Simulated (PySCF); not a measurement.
Compound: C₂H₃Si (charge -1).
Bonds: C1–C2 (triple), C2–Si3. Hydrogens: H4 on C1; H5, H6 on Si3.

The same species was optimised twice, with GFN2-xTB and with PBE0-D3(BJ)/def2-SVP (PySCF), and the same property calculations (PySCF, gas phase) were run on both structures.

| coordinate | GFN2-xTB | PBE0-D3(BJ)/def2-SVP | change |
| --- | --- | --- | --- |
| C2–Si3 (Å) | 1.844 | 1.904 | +0.060 |
| Si3–H5 (Å) | 1.496 | 1.548 | +0.052 |
| Si3–H6 (Å) | 1.497 | 1.548 | +0.051 |
| C1≡C2 (Å) | 1.209 | 1.229 | +0.020 |
| C1–H4 (Å) | 1.061 | 1.074 | +0.013 |
| H5–Si3–H6 (°) | 101.9 | 94.1 | -7.8 |
| C2–Si3–H5 (°) | 102.6 | 95.6 | -7.0 |
| C2–Si3–H6 (°) | 102.6 | 95.6 | -7.0 |
| C1–C2–Si3 (°) | 166.2 | 172.5 | +6.3 |
| C2–C1–H4 (°) | 175.7 | 179.3 | +3.6 |

Rotational constants: A = 118054, B = 5041, C = 4983 MHz (GFN2-xTB) against A = 109090, B = 4779, C = 4755 MHz (PBE0-D3(BJ)/def2-SVP). Point groups within 0.08 Å: Cs and Cs.

On the GFN2-xTB structure: HOMO (eV) 0.48 [PBE0/pcSseg-1]; LUMO (eV) 5.60 [PBE0/pcSseg-1]; GIAO shielding of C1 (ppm) 90.0 [PBE0/pcSseg-1]; GIAO shielding of C2 (ppm) 70.3 [PBE0/pcSseg-1]; GIAO shielding of Si3 (ppm) 503.1 [PBE0/pcSseg-1].

Q: What do these properties become on the PBE0-D3(BJ)/def2-SVP structure?

A: 
| property | level | on GFN2-xTB | on PBE0-D3(BJ)/def2-SVP | change |
| --- | --- | --- | --- | --- |
| HOMO (eV) | PBE0/pcSseg-1 | 0.48 | -0.05 | -0.53 |
| LUMO (eV) | PBE0/pcSseg-1 | 5.60 | 5.51 | -0.09 |
| energy, GFN2-xTB geometry as zero (kcal/mol) | PBE0/pcSseg-1 | 0.0 | -3.0 | -3.0 |
| GIAO shielding of C1 (ppm) | PBE0/pcSseg-1 | 90.0 | 95.8 | +5.8 |
| GIAO shielding of C2 (ppm) | PBE0/pcSseg-1 | 70.3 | 66.0 | -4.3 |
| GIAO shielding of Si3 (ppm) | PBE0/pcSseg-1 | 503.1 | 507.2 | +4.1 |

The heavy atoms differ by 0.054 Å rms after alignment. Among all bonds C2–Si3 changes most (+0.060 Å). Changes are differences of the printed values. Neither structure is proved a minimum here. Geometry: PBE0-D3(BJ)/def2-SVP; no solvent, vibrations or thermal averaging.
